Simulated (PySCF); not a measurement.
**Spin-Hamiltonian simulation**

Molecule: SMILES [H]/N=C/C#C, C3H3N.

Geometry (Å), atoms numbered from 1 in this order:
```xyz
7

C    -1.7764   -0.1493   -0.4002
C    -0.6297   -0.0950   -0.0100
C     0.7111   -0.0750    0.5022
N     1.6275    0.6269   -0.0343
H    -2.7879   -0.1845   -0.7620
H     0.8675   -0.7155    1.3910
H     2.5014    0.4983    0.4847
```

Calculated, not measured (PySCF): B3LYP/pcSseg-2 with gauge-including orbitals, geometry: PBE0-D3(BJ)/def2-SVP, J: B3LYP/pcJ-1. Isolated molecule, a single conformation, non-relativistic Hamiltonian.

Shifts are taken against calculated references (same method and geometry level): TMS for ¹H (σ = 31.39 ppm).

Shifts (ppm): H5 3.10, H6 8.12.
Couplings (Hz): H5–H6: -2.5.

The 2-spin Hamiltonian (Zeeman plus full scalar coupling among like nuclei) was diagonalised exactly; lines are Lorentzian, 1.0 Hz wide, and the maxima above 3 % are listed with the tallest set to 100.

(1) Give the ¹H peak list of this spin system at 100 MHz.

(2) And at 700 MHz?

(3) Among coupled protons with different shifts, which pair is furthest from first order, and how does the field change that?

## Answers

(1) 
δ in ppm (height): 8.133 (99), 8.107 (100), 3.112 (100), 3.087 (99)

(2) 
δ in ppm (height): 8.122 (100), 8.118 (100), 3.102 (100), 3.098 (100)

(3) H5 and H6: Δν/J is about 200.8 at 100 MHz (close to first order) and 1405.6 at 700 MHz (close to first order). J in Hz doesn't depend on the field, while Δν in Hz grows in proportion to it.

Exchangeable OH/NH protons stand at their gas-phase positions; hydrogen bonding in a real sample shifts them, mostly to higher δ.
